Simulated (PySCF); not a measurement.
Species: cyclobutyl chloride, C4H7Cl.
Atom-mapped SMILES: `[Cl:1][CH:2]1[CH2:3][CH2:4][CH2:5]1` (hydrogens: H6 on C2; H7, H8 on C3; H9, H10 on C4; H11, H12 on C5)

Cartesian coordinates in Å at the PBE0-D3(BJ)/def2-SVP level; atoms count from 1:
```xyz
12
C4H7Cl angstrom
Cl     1.849    0.371   -1.813
C      0.971    0.092   -0.286
C     -0.145    1.069    0.095
C     -0.925   -0.145    0.642
C     -0.040   -1.057   -0.231
H      1.735    0.010    0.499
H      0.107    1.895    0.775
H     -0.617    1.478   -0.810
H     -2.010   -0.172    0.466
H     -0.741   -0.301    1.716
H     -0.484   -1.219   -1.225
H      0.301   -2.021    0.172
```

The closed-shell ground state was solved at several levels (PySCF, density fitting, gas phase, non-relativistic).

| level | basis functions | HOMO (eV) | LUMO (eV) | gap (eV) | dipole (D) |
| --- | --- | --- | --- | --- | --- |
| B3LYP/cc-pVTZ | 252 | -7.87 | 0.50 | 8.37 | 2.20 |
| wB97X-D/def2-SVPD | 163 | -10.09 | 2.23 | 12.32 | 2.36 |
| wB97X-D/pcSseg-2 | 285 | -10.04 | 2.14 | 12.18 | 2.31 |
| B3LYP/6-31G* | 88 | -7.72 | 0.99 | 8.71 | 2.27 |
| B3LYP/def2-TZVP | 203 | -7.86 | 0.51 | 8.37 | 2.17 |

Question: What might PBE0/pcSseg-1 (127 basis functions) give for the same quantities?

Answer: HOMO -8.17 eV, LUMO 0.86 eV, gap 9.03 eV, dipole 2.25 D.

Question: How much does the basis alone move the frontier levels among the 3 B3LYP rows?

Answer: The HOMO by 0.15 eV and the LUMO by 0.49 eV. By rising basis size (HOMO, LUMO in eV): 6-31G* -7.72, 0.99; def2-TZVP -7.86, 0.51; cc-pVTZ -7.87, 0.50.

Question: How far do the dipole and the HOMO energy spread over the levels?

Answer: The dipole runs from 2.17 to 2.36 D (mean 2.26 D) and the HOMO from -10.09 to -7.72 eV.

One conformer stands for the species.
